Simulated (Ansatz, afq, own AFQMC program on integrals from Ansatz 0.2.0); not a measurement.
AFQMC on a folder of integrals that Ansatz 0.2.0 wrote.

```yaml
crystal:
  periodic: [false, false, false]
  atoms:
    - {symbol: Al, position_ang: [0.000000, -0.232198, 1.958265]}
    - {symbol: Ge, position_ang: [0.000000, 0.264811, -0.394819]}
    - {symbol: N, position_ang: [0.000000, -0.926042, -1.724698]}
basis:
  gaussian: {orbitals: cc-pVDZ}
magnetization: {spin_polarized: false, initial_magnetization: 2}
correlation: {method: ccsd_t, electrons: outside_noble_gas, hamiltonian_folder: ham}
```

```sh
$ ansatz run in.yaml --threads 1 --pin off --events-out ev --progress --plain --max-ram 1382MiB
```

afq runs on the folder ham with

```
--method free --trial cisd --walkers 60 --time-step 0.03 --max-blocks 80 --target-error 0.00042 --factor-cut 1e-05 --seed 2047 --times 0,0.21,0.42,0.81,1.2,1.8,2.4,3 --taylor-order 8
```

Times are imaginary, in 1/Eh. The walk had a cap of 1581 s. Filled inner d shells are frozen with the cores.

Output of the walk:

```
orbitals 39  electrons 7 5  factors 300 of 647
reference energy -2371.54248962 Eh
CCSD correlation -0.30104712 Eh in 29 cycles, weight of the determinant in the CISD state 0.7236
repeat  energy at the last time / Eh  error
    10  -2371.868700  0.005745
    20  -2371.867761  0.003665
    30  -2371.868793  0.002631
    40  -2371.868641  0.002047
    50  -2371.867050  0.001753
    60  -2371.868586  0.001783
    70  -2371.868671  0.001639
    80  -2371.868434  0.001575
time / (1/Eh)  energy / Eh  error  mean overlap
  0.00  -2371.843963  0.000656  1.3820
  0.21  -2371.850637  0.000617  1.3809
  0.42  -2371.854801  0.000668  1.3765
  0.81  -2371.858714  0.000691  1.3689
  1.20  -2371.860842  0.000856  1.3808
  1.80  -2371.865237  0.000906  1.3429
  2.40  -2371.867008  0.001318  1.3037
  3.00  -2371.868434  0.001575  1.2832
energy -2371.868434 +/- 0.001575 Eh
```

The run failed at least one of its tests; the cautions name the faults.

Against this walk (error 42.8 meV) on the same determinant: CCSD(T) 179.9 meV higher, CCSDT(Q) 201.7 meV lower. The error is statistical, and a free projection of finite length keeps a remainder of its start. None of these is a sure reference here. The projection is still falling at its last time (meV from the last point: 265 ± 19 at 0.81, 207 ± 23 at 1.20, 87 ± 25 at 1.80, 39 ± 36 at 2.40, 0 ± 43 at 3.00), so its energy is a cut-off value, and the gaps above aren't errors of the other methods.

Cautions: remainder of the start not in the error; error above the target (42.8 against 11.4 meV); no relativity below Rb; no spin-orbit coupling; inner d shell frozen; lower spins were not checked; higher spins were not checked; a spin-contaminated unrestricted determinant lies lower (UHF 1.32 eV lower, ⟨S²⟩ 3.01); the search met a lower determinant of the same kind, perhaps of another symmetry (175 meV lower); strong correlation (T1 0.066, weight of the determinant 0.72, largest double 0.10); (T) is large, 6 % of the CCSD correlation; (Q) is large, 168 meV, so the cluster series hasn't closed; CCSDT(Q) on the UHF determinant differs (27 meV higher), by its state or its frozen core.

The walk took 3.4 min on 1 thread of Intel(R) Xeon(R) 6975P-C (Granite Rapids), with other jobs on the host. The log's last line is the free-projection energy.

CCSDT and higher add their correlation energy to the determinant of the CCSD(T) run, since their own runs factorise the integrals more tightly (a shift of under 2 meV). A walk keeps the symmetry of its determinant, which the program's search chose and which needn't be the lowest solution, so a lower state of the same spin and another symmetry isn't excluded.
